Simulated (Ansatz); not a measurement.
## What a trial cell of Al3Os relaxes into

All numbers below come from Ansatz 0.2.0, DFT PBE, scalar-relativistic, plane waves, PAW. Cutoff 420 eV, Γ-centred k mesh, Gaussian smearing, no spin polarisation in the final step.

The start puts Al3Os on the TiAl3 (D0_22) structure type (I4/mmm, No. 139), with Os in place of Ti, at a guessed volume.

```
Al Os
1.0
    -1.87252    1.87252    4.18276
     1.87252   -1.87252    4.18276
     1.87252    1.87252   -4.18276
Al Os
3 1
Direct
  0.50000 0.50000 0.00000
  0.25000 0.75000 0.50000
  0.75000 0.25000 0.50000
  0.00000 0.00000 0.00000
```

Steps on the 18×18×18 mesh (4 atoms). 5 of 8 steps are shown, and the free energy counts from the last. Trial steps that were taken back and renewals of the plane-wave basis can be among the rows.

```tsv
step	ΔF (meV/atom)	V (Å³/atom)	P (GPa)
1	71.9	14.67	-0.62
2	12.6	14.48	0.69
3	0.4	14.47	0.59
6	0.0	14.52	0.03
8	0.0	14.52	0.00
```

A final relaxation ran on a 18×18×18 mesh. The relaxed crystal, I4/mmm (No. 139):

```
Al Os
1.0
    -1.94297    1.94297    3.84631
     1.94297   -1.94297    3.84631
     1.94297    1.94297   -3.84631
Al Os
3 1
Cartesian
  0.0000 0.0000 3.8463
  1.9430 0.0000 1.9232
  0.0000 1.9430 1.9232
  0.0000 0.0000 0.0000
```

| Quantity | Value |
| --- | --- |
| Volume per atom | 14.52 Å³ |
| Density | 7.75 g/cm³ |
| Energy over the elements | -0.28 eV/atom |
| Gap on the 18×18×18 mesh | 0 eV (a metal) |

Formation energies are uncorrected and refer to the elements' standard structures at the same level.

The final run used a 18×18×18 mesh on its 4-atom cell and 0.10 eV smearing. The k mesh leaves about 4 meV/atom of noise in metals. Spin–orbit coupling is left out.

A structure relaxed within its symmetry needn't be a true minimum.

Cost: 2 runs of about 4.3 core-minutes in all, on Arm Neoverse V1 (shared hosts).